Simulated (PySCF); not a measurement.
# Stretching SH

Set-up: PySCF, no relativity, basis sets H STO-3G, S STO-3G. Energies in eV from H + S in their ground configurations at the same level. State: ²Π (doublet), unpaired electrons π ↑.

```csv
R (Å),PBE
1.171,-3.691
1.226,-4.135
1.280,-4.405
1.321,-4.516
1.362,-4.562
1.403,-4.556
1.457,-4.482
1.525,-4.307
1.607,-4.012
1.716,-3.530
```

Problem. Put a parabola through the three lowest points of the PBE curve and estimate Re, k and ωe (reduced mass 0.977 u; 1 eV/Å² = 0.16022 mdyn/Å; ωe = 1302.8·√(k/μ) cm⁻¹).

Solution. Through R = 1.321, 1.362, 1.403 Å the second-order coefficient is 15.5 eV/Å², so Re ≈ 1.378 Å, k ≈ 4.96 mdyn/Å and ωe ≈ 2934 cm⁻¹. A polynomial fit of higher order to the unrounded PBE energies gives Re = 1.377 Å, k = 4.71 mdyn/Å, ωe = 2859 cm⁻¹; anharmonicity and rounding make the difference.

The higher-order fit for each curve: PBE: Re = 1.377 Å, ωe = 2859 cm⁻¹, De = 4.57 eV.

STO-3G is very small, so such numbers show the basis as much as the molecule. The state is the lowest determinant that a PBE0 search found; another state may lie lower at other levels.
